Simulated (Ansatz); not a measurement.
**C5H8: one species, many methods**

How much do the methods differ for C5H8? The plan is to run it at one geometry with functionals of several rungs and with coupled cluster, and see how far each lands from CCSD(T) at the basis-set limit for the atomisation energy.

Program: Ansatz 0.2.0, Gaussian basis. Level of theory: functionals in def2-TZVPP, the program's frozen cores in correlated methods. These are calculated values, not measurements.

The runs, in order: PBE-D4, r2SCAN-D4, PBE0-D4, B3LYP-D4, ωB97X-V, ωB97M-V, B2PLYP; CCSD(T)/def2-TZVPP; MP2/def2-QZVPP; extrapolation to the limit.

## Step 1: Structure used throughout

All runs share one geometry, relaxed beforehand with PBE0-D4 in a triple-zeta def2 set.

SMILES `C=CCC=C`, 13 atoms, charge 0, spin multiplicity 1.

Atoms are counted from 1 here; the program's logs count them from 0.

Bond lengths: C1–C2 1.324 Å, C1–H6 1.086 Å, C1–H7 1.084 Å, C2–C3 1.497 Å, C2–H8 1.089 Å, C3–C4 1.497 Å, C3–H9 1.099 Å, C3–H10 1.093 Å, C4–C5 1.324 Å, C4–H11 1.089 Å, C5–H12 1.086 Å, C5–H13 1.084 Å. Angles: C2–C1–H6 121.4°, C2–C1–H7 121.6°, H6–C1–H7 117.0°, C1–C2–C3 124.8°, C1–C2–H8 119.2°, C3–C2–H8 116.0°, C2–C3–C4 112.4°, C2–C3–H9 108.5°, C2–C3–H10 110.1°, C4–C3–H9 108.5°, C4–C3–H10 110.1°, H9–C3–H10 107.1°, C3–C4–C5 124.8°, C3–C4–H11 116.0°, C5–C4–H11 119.2°, C4–C5–H12 121.4°, C4–C5–H13 121.6°, H12–C5–H13 117.0°.

## Step 2: PBE-D4 (GGA)

in.yaml

```yaml
crystal:
  periodic: [false, false, false]
  atoms:
    - {symbol: C, position_ang: [-1.875329, 1.267748, -0.138230]}
    - {symbol: C, position_ang: [-1.333831, 0.078603, 0.078227]}
    - {symbol: C, position_ang: [-0.000866, -0.149523, 0.720258]}
    - {symbol: C, position_ang: [0.928907, -0.926746, -0.158635]}
    - {symbol: C, position_ang: [2.120605, -0.507653, -0.556588]}
    - {symbol: H, position_ang: [-1.365014, 2.182298, 0.148140]}
    - {symbol: H, position_ang: [-2.846424, 1.372333, -0.607833]}
    - {symbol: H, position_ang: [-1.874209, -0.815207, -0.229312]}
    - {symbol: H, position_ang: [-0.154087, -0.713745, 1.651222]}
    - {symbol: H, position_ang: [0.452714, 0.806557, 0.995298]}
    - {symbol: H, position_ang: [0.572319, -1.902198, -0.485480]}
    - {symbol: H, position_ang: [2.508327, 0.461397, -0.257501]}
    - {symbol: H, position_ang: [2.752188, -1.115065, -1.194265]}
basis:
  gaussian: {orbitals: def2-TZVPP}
hamiltonian: {xc: pbe, dispersion: d4}
output: {forces: true, orbitals: {seedname: orbitals}}
```

Started as:

```sh
ansatz run in.yaml --threads 4 --pin off --events-out ev --progress --plain --max-ram 10444MiB
```

After this run come: r2SCAN-D4 (meta-GGA); PBE0-D4 (hybrid); B3LYP-D4 (hybrid); ωB97X-V (range-separated); ωB97M-V (range-separated); B2PLYP (double hybrid); CCSD(T) in def2-TZVPP; MP2 in def2-QZVPP.

**Question.** What will the summary of the whole plan be? Wanted: atomisation energy, CCSD(T)/CBS; farthest; mean size of error, hybrid; mean size of error, range-separated; gap, smallest and largest; T1 diagnostic; triples share of the correlation energy.

As calculated:

```
                               quantity                                  value
        atomisation energy, CCSD(T)/CBS                        1300.4 kcal/mol
functionals within 6.5 kcal/mol (0.5 %)  r2SCAN-D4, B3LYP-D4, ωB97X-V, ωB97M-V
                               farthest                PBE-D4 (+32.9 kcal/mol)
             mean size of error, hybrid                           8.9 kcal/mol
    mean size of error, range-separated                           2.2 kcal/mol
              gap, smallest and largest   5.31 eV (PBE-D4), 12.03 eV (ωB97X-V)
                          T1 diagnostic                                 0.0107
triples share of the correlation energy                                  4.3 %
```

PBE-D4 misses by +32.9 kcal/mol. Double hybrids carry the basis error of their MP2 part in triple zeta, and no dispersion term here, so their miss is partly the set-up's. Misses under about 6.5 kcal/mol are within the doubt on the reference itself, which lacks core-valence correlation, relativity and higher excitations. Hartree-Fock recovers 75 % of the binding; the rest is correlation. The gap grows from 5.3 to 12.0 eV across the functionals, mostly with the share of exact exchange.
